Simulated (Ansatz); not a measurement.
**Phonon frequency of some cubic tetrahedrally bonded semiconductors and semimetals**

Method: PBE in Ansatz (PAW). References are measured values at room or unstated temperature, uncorrected unless marked, so that the deviations hold thermal and zero-point effects besides the level's error. The table is a random draw of 6 from 50 values with such references.

Values in cm⁻¹.

```tsv
solid	reference	PBE	deviation (%)
zinc-blende ZnS (L TO)	289	274	-5.2
diamond-structure Si (L TA)	114	111	-2.6
diamond (L LA)	1029	?	?
zinc-blende InP (L TO)	317	290	-8.5
diamond-structure Si (L LA)	378	370	-2.1
3C-SiC (X TA)	373	360	-3.5
```

### Question
Estimate the withheld PBE value.

### Answer
The deviations of the other rows run from -8.5 % to -2.1 %, with a median of -3.5 %; carried to the reference 1029 it gives 993 cm⁻¹. The run gives 1039 cm⁻¹ (+1.0 %), +4.6 % from the estimate, outside the range of the other rows; the row was drawn at random, and such an estimate is rough. Over these 6 values the mean deviation is -3.5 %, the mean absolute deviation 3.8 % (median 3.1 %), and the worst case zinc-blende InP (L TO) at -8.5 %; the value is below the reference in 5 of 6 cases. Over all 50, from unrounded values, the mean deviation is -4.6 % and the mean absolute deviation 4.7 % (median 3.7 %).

Spin–orbit coupling is left out, also for the solids with elements from indium on (zinc-blende InP); its size isn't shown.

Differences are worked out from the printed values.

Each level is taken at its own relaxed cell. Ansatz's density-functional and Hartree–Fock values are scalar-relativistic unless marked +SOC, with PAW data made under PBE.

Ansatz's runs of these crystals have no spin polarisation.

Not in this set, of the tetrahedrally bonded semiconductors and semimetals with a reference value in our tables and a result at some level: 21 for a doubt noted on the run at PBE; 12 for a reference of another kind, counted apart. These can be a level's best or worst cases. At least 16 more with a reference value are held back for tests. Solids without a released value at any level aren't counted. Layered and molecular crystals are counted apart. The metals Ce to Yb are counted apart.

References as tabulated in Giannozzi et al., Phys. Rev. B (1991); Vagelatos et al., J. Chem. Phys. (1974); arXiv:cond-mat/0412643; Ioffe Institute, NSM Archive: InP, mechanic properties page and others.

Ansatz is a first-principles code.
